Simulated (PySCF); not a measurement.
Compound: [SiH5]- (charge -1).
SMILES: `[SiH5-]`

The closed-shell ground state was solved at several levels (PySCF, density fitting, gas phase, non-relativistic). Geometry: PBE0-D3(BJ)/def2-SVP; no solvent, vibrations or thermal averaging. Where the HOMO energy is positive, the finite basis confines the outermost electrons. No diffuse functions stand in pcSseg-1, which bears on an anion's orbital energies.

| level | basis functions | HOMO (eV) | LUMO (eV) | gap (eV) |
| --- | --- | --- | --- | --- |
| wB97X-D/pcSseg-1 | 49 | -1.61 | 8.43 | 10.04 |
| B3LYP/def2-SVPD | 64 | 0.31 | 4.59 | 4.28 |

**Question.** What might PBE0/pcSseg-1 (49 basis functions) give for the same quantities?

**Answer.** HOMO 0.22 eV, LUMO 6.75 eV, gap 6.53 eV.

**Question.** Over all these levels, which gives the widest orbital gap and which the narrowest?

**Answer.** wB97X-D/pcSseg-1 (range-separated hybrid) has the widest, 10.04 eV, and B3LYP/def2-SVPD (global hybrid, 20 % exact exchange) the narrowest, 4.28 eV. Functional and basis both differ between the two, so the spread mixes both effects.
